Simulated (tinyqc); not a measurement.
Harmonic frequencies on the RHF/sto-3g surface (energies and gradients from PySCF), for LiH, spin multiplicity 1, step by step. One step of it, computed by the program tinyqc.

Task: One row of the Hessian: 2Hz. Displace 2Hz by +/-0.002 bohr; H(k, :) = (g(+) - g(-)) / (2 delta).

optimised positions (bohr):
```
            x         y         z
1Li  0.000000  0.000000  0.219410
2H   0.000000  0.000000  3.074382
```

gradient at +delta (hartree/bohr):
```
              x           y            z
1Li  0.00000000  0.00000000  -0.00022653
2H   0.00000000  0.00000000   0.00022653
```

gradient at -delta (hartree/bohr):
```
              x           y            z
1Li  0.00000000  0.00000000   0.00023835
2H   0.00000000  0.00000000  -0.00023835
```

Give: row of the Hessian.

Result:

row of the Hessian (hartree/bohr^2): 1Lix 0.00000, 1Liy 0.00000, 1Liz -0.11622, 2Hx 0.00000, 2Hy 0.00000, 2Hz 0.11622
